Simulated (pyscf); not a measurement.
Single points on ωB97X-D3(BJ)/def2-SVP structures (PySCF, gas phase). MP2 and CC: frozen core, UHF for open shells. ΔMP2 is the change of the MP2 total energy from the triple- to the quadruple-zeta basis.

SMILES: C#[C][GeH3]
```xyz
7

C     -2.3530     0.2797     0.9160
C     -1.3604     0.0947     0.2428
Ge     0.1989    -0.1924    -0.8172
H     -3.2342     0.4435     1.5135
H      0.0805    -1.5551    -1.5085
H      0.2957     0.9244    -1.8624
H      1.4280    -0.1685     0.0980
```

Problem. What is the homolytic dissociation enthalpy (298 K, CCSD(T)/def2-TZVPP + ΔMP2(QZVPP)) of the C–Ge bond of HC≡C–GeH₃, to •C≡CH + GeH₃•?

Solution. C–Ge to •C≡CH + GeH₃•: 117.8 kcal/mol. The radicals are drawn with the spin at the cut bond; how far it spreads was not checked. HC≡C–GeH₃ lies 5.5 kcal/mol over its isomer H₂C=CH–GeH: [singlet], and others may lie lower still (electronic energy, ωB97M-D3(BJ)). The CCSD(T) − MP2 part came from Ansatz, without density fitting, on the same reference. An open-shell T1 diagnostic exceeds 0.045. A UHF reference is spin-contaminated (<S²> up to 1.15), which harms MP2 most. The frozen core leaves the outer d or s,p core shells of the metals and heavy elements correlated in the MP2 and CC values, and def2-TZVPP describes them poorly, which can shift differences by a few kcal/mol. C₂H has a Π state close over its Σ ground state, and the state reached was not checked. Elements up to Kr have no core potential and no relativistic terms here.
